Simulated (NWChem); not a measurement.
Species: phosphine (PH₃); SMILES P

Program: NWChem. Pople sets run with spherical d functions. The geometry was optimised at PBE-D3(BJ)/def2-SVP. Static field.

Task: Order these by “anisotropy (bohr³)”, lowest first: PBE/def2-TZVP; PBE/Sadlej pVTZ; PBE/def2-SVP.

Result: PBE/def2-TZVP (0.9), PBE/Sadlej pVTZ (2.0), PBE/def2-SVP (2.5)
